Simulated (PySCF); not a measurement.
# Ways to converge the SCF of BCl2

Aim: find out which solver settings change the answer for BCl2.

Method: method and basis as typed in the scripts; program: PySCF 2.14.0.

### 1 The starting structure

BCl2: 3 atoms, charge 0, spin multiplicity 2.

Bond lengths: B1–Cl2 1.720 Å, B1–Cl3 1.720 Å. Angles: Cl2–B1–Cl3 125.4°.

As a file:

```xyz
3

B     0.00000    0.00000   -0.68100
Cl    1.52870    0.00000    0.10720
Cl   -1.52870    0.00000    0.10720
```

### 2 Base script

input.py reads:

```python
from pyscf import gto, scf, ci

mol = gto.M(
    atom='B 0 0 -0.681; Cl 1.5287 0 0.1072; Cl -1.5287 0 0.1072',
    basis='cc-pvdz',
    charge=0,
    spin=1,
    symmetry=True,
    verbose=3,
)
mf = scf.UHF(mol)
mf.kernel()
ci.CISD(mf).kernel()
mf.dip_moment()
print('orbital energies (hartree):', [e[max(0, n-3):n+3].round(4) for e, n in zip(mf.mo_energy, mol.nelec)])
```

The run is started by

```
OMP_NUM_THREADS=1 python input.py
```

The log of this run is left out.

It gives: E(SCF) = -943.713909 Eh, E(CISD) − E(SCF) = -0.33139 Eh, ⟨S²⟩ = 0.755, μ = 0.07 D (of the SCF density).

### 3 Second-order solver on

Variant 1 changes second-order solver: off → on.

input.py reads:

```python
from pyscf import gto, scf, ci

mol = gto.M(
    atom='B 0 0 -0.681; Cl 1.5287 0 0.1072; Cl -1.5287 0 0.1072',
    basis='cc-pvdz',
    charge=0,
    spin=1,
    symmetry=True,
    verbose=3,
)
mf = scf.UHF(mol)
mf = mf.newton()
mf.kernel()
ci.CISD(mf).kernel()
mf.dip_moment()
print('orbital energies (hartree):', [e[max(0, n-3):n+3].round(4) for e, n in zip(mf.mo_energy, mol.nelec)])
```

The run is started by

```
OMP_NUM_THREADS=1 python input.py
```

### 4 Level shift 0.1 hartree

Variant 2 changes level shift: none → 0.1 hartree.

input.py: that of step 2 with these lines changed.

```diff
@@ -11,2 +11,3 @@
 mf = scf.UHF(mol)
+mf.level_shift = 0.1
 mf.kernel()
```

Q: Predict the outcome of this session. Wanted: for each run, E(SCF); from base; gap, α spin; SCF dipole; after the SCF.

As calculated:

```csv
run,E(SCF) (hartree),from base (eV),"gap, α spin (eV)",SCF dipole (D),after the SCF
base,-943.713909,0,11.66,0.07,CISD correlation -9.017 eV
second-order solver on,-943.713909,0.0000,11.66,0.07,CISD correlation -9.017 eV
level shift 0.1 hartree,-943.713909,0.0000,11.66,0.07,CISD correlation -9.017 eV
```

In words: With second-order solver on or level shift 0.1 hartree the SCF ends at the base energy.
